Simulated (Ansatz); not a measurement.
Reaction (substitution at a C–C bond): `CCC(C)(C)S` + `N=CO` → `C/N=C/O` + `CC(C)(C)S`

Calculated with Ansatz (gas phase, PBE0-D4/def2-TZVP geometries, no zero-point term in ΔE). CBS: MP2 limit from def2 TZ/QZ plus the TZ coupled-cluster correction, frozen cores. This one scheme is used for every species. Functionals use def2-TZVPP. B3LYP here is the variant with VWN-RPA as its local correlation; programs differ in this. HSE06 is defined as in plane-wave codes. One conformer a species, not always the lowest.

```csv
level,ΔE (kcal/mol),difference from CCSD(T)/CBS
LDA (SPW92),4.7,-1.0
revPBE-D4,4.7,-1.0
BLYP-D4,4.0,-1.7
r2SCAN-D4,4.7,-1.0
B97M-V,5.0,-0.7
PBE0-D4,4.8,-0.9
B3LYP-D4,4.2,-1.5
r2SCANh-D4,4.8,-0.9
r2SCAN0-D4,5.0,-0.7
HSE06-D4,4.7,-1.0
CAM-B3LYP-D4,4.3,-1.4
ωB97X-V,4.9,-0.8
ωB97M-V,5.4,-0.3
B2PLYP,3.9,-1.8
PBE-QIDH,5.0,-0.7
PBE,3.4,-2.3
BLYP,2.0,-3.7
r2SCAN,4.4,-1.3
B3LYP,2.7,-3.0
r2SCANh,4.5,-1.2
HSE06,3.9,-1.8
BHLYP,3.3,-2.4
CAM-B3LYP,3.3,-2.4
LC-ωPBE,4.3,-1.4
RPA@PBE/def2-TZVPP,5.2,-0.5
HF/def2-SVP,2.4,-3.3
MP2/def2-SVP,5.1,-0.6
CCSD/def2-SVP,4.4,-1.3
CCSD(T)/def2-SVP,4.6,-1.1
HF/def2-TZVPP,2.8,-2.9
MP2/def2-TZVPP,5.8,0.1
SCS-MP2/def2-TZVPP,4.9,-0.8
CCSD/def2-TZVPP,5.2,-0.5
CCSD(T)/def2-TZVPP,5.4,-0.3
HF/def2-QZVPP,2.8,-2.9
MP2/def2-QZVPP,5.9,0.2
SCS-MP2/def2-QZVPP,5.1,-0.6
HF/CBS(def2),2.8,-2.9
MP2/CBS(def2),6.0,0.3
CCSD/CBS(def2),5.4,-0.3
CCSD(T)/CBS,5.7,0
```

Largest T1 diagnostic among the species: 0.014.

At CCSD(T), def2-SVP lies −1.1 kcal/mol from the extrapolated value and def2-TZVPP −0.3 kcal/mol. The D4 term adds +1.5 kcal/mol with B3LYP and +0.9 kcal/mol with PBE0; it sums over pairs of atoms, weighted by their polarisabilities, and B3LYP, whose exchange is more repulsive, gets the larger term.
